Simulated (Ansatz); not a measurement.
in.yaml

```yaml
crystal:
  periodic: [false, false, false]
  atoms:
    - {symbol: B, position_ang: [0.000000, 0.084416, 0.783587]}
    - {symbol: C, position_ang: [0.000000, -0.120961, -0.584032]}
    - {symbol: H, position_ang: [0.000000, 0.535945, -1.445249]}
basis:
  gaussian: {orbitals: 6-31G}
magnetization: {spin_polarized: false}
correlation: {method: ccsdtq, electrons: outside_noble_gas}
```

```sh
$ ansatz run in.yaml --threads 1 --pin off --events-out ev --progress --plain --max-ram 2393MiB
```

Output:

```
452 factors; integrals over basis functions are off by at most 1.8e-7 eV
mean field evaluation 1: about -1706.7780 eV, gradient 2.6e1 eV
mean field evaluation 2: about -1706.7805 eV, gradient 2.6e1 eV
mean field evaluation 4: about -1709.5466 eV, gradient 3.1e0 eV
mean field evaluation 8: about -1709.7757 eV, gradient 3.8e-1 eV
mean field evaluation 16: about -1707.0405 eV, gradient 2.9e1 eV
mean field evaluation 32: about -1709.4639 eV, gradient 1.5e0 eV
mean field evaluation 64: about -1706.6142 eV, gradient 2.8e1 eV
mean field evaluation 96: about -1709.3546 eV, gradient 3.1e0 eV
mean field evaluation 128: about -1709.7735 eV, gradient 8.5e-1 eV
mean field -1709.78261854 eV, -62.8333522990 hartree, gradient 1.4e-6 eV, S^2 0.000000; 8 other end points of the search recorded, 0 dependent functions left out; unrestricted orbitals would lower it
mean field evaluation 160: about -1712.2820 eV, gradient 1.5e-4 eV
determinant -1709.78261854 eV, -62.8333522990 hartree, with singles and doubles -1715.11472583 eV, -63.0293036279 hartree
determinant -1709.40919397 eV, -62.8196291993 hartree, with singles and doubles -1712.96768994 eV, -62.9504015140 hartree
determinant -1707.58837374 eV, -62.7527152899 hartree, with singles and doubles -1714.13254978 eV, -62.9932093237 hartree
...
cycle  15  -5.79449132 eV  change   -1.4e-5 eV  update   2.2e-4
cycle  16  -5.79415570 eV  change    3.4e-4 eV  update   1.6e-4
cycle  17  -5.79423562 eV  change   -8.0e-5 eV  update   1.1e-4
cycle  18  -5.79430400 eV  change   -6.8e-5 eV  update   6.4e-5
cycle  19  -5.79427957 eV  change    2.4e-5 eV  update   3.1e-5
cycle  20  -5.79427398 eV  change    5.6e-6 eV  update   1.6e-5
cycle  21  -5.79427471 eV  change   -7.3e-7 eV  update   8.1e-6
cycle  22  -5.79427110 eV  change    3.6e-6 eV  update   3.9e-6
cycle  23  -5.79427271 eV  change   -1.6e-6 eV  update   1.2e-6
cycle  24  -5.79427272 eV  change   -1.2e-8 eV  update   6.4e-7
WARN: these amplitudes may be one of several solutions (largest doubles amplitude 0.53, level shift 0.00 eV)
Total energy: -1715.57689126 eV, -63.0462878940 hartree
```

For the same geometry and basis full CI lies 3.4 meV lower.

Ran on 1 thread of Arm Neoverse V1, shared host: 7.5 s wall, 0.14 GiB peak host memory.
